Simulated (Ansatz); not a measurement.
Relaxation of BClFH$_{3}$ (6 atoms, charge 0, multiplicity 1), to a largest force component of 0.03 eV/Å in at most 50 steps.

Computed with Ansatz, RKS PBE0-D4/def2-SVP.

```xyz
6
Properties=species:S:1:pos:R:3
B 0.040 -0.253 0.029
F 0.060 -0.520 1.319
Cl 1.525 -0.404 -0.891
H -0.994 0.005 -0.527
H 0.291 2.031 0.712
H 0.227 1.605 1.286
```

Problem. Where does it end, and by what steps?

Solution. The forces met the threshold. The force dipped under the threshold on the way, but the program's further checks kept it going. After 17 steps the energy has fallen by 0.156 eV; H6 moved furthest, 0.57 Å.

| step | energy less start (eV) | largest force component (eV/Å) | accepted |
| --- | --- | --- | --- |
| 0 | 0.0000 | 1.372 | yes |
| 1 | -0.1226 | 0.322 | yes |
| 2 | -0.1326 | 0.615 | yes |
| 3 | -0.0579 | 1.293 | no |
| 4 | -0.1526 | 0.243 | yes |
| 5 | -0.1549 | 0.048 | yes |
| 6 | -0.1552 | 0.090 | yes |
| 7 | -0.1548 | 0.243 | no |
| 8 | -0.1556 | 0.045 | yes |
| 9 | -0.1557 | 0.062 | yes |
| 10 | -0.1286 | 0.652 | no |
| 11 | -0.1560 | 0.008 | yes |
| 12 | -0.1559 | 0.099 | no |
| 13 | -0.1561 | 0.020 | yes |
| 14 | -0.1557 | 0.118 | no |
| 15 | -0.1561 | 0.040 | yes |
| 16 | -0.1560 | 0.051 | no |
| 17 | -0.1562 | 0.009 | yes |

```xyz
6
Properties=species:S:1:pos:R:3
B 0.010 -0.505 -0.036
F 0.035 -0.910 1.211
Cl 1.510 -0.432 -0.928
H -1.031 -0.201 -0.554
H 0.503 2.364 0.807
H 0.121 2.147 1.429
```

Whether the end is a true minimum wasn't checked by a vibrational analysis.

Time of the run: 70 s on 1 thread of Intel(R) Xeon(R) Processor @ 2.50GHz (Skylake/Cascade Lake) (shared host), peak memory 0.14 GiB.
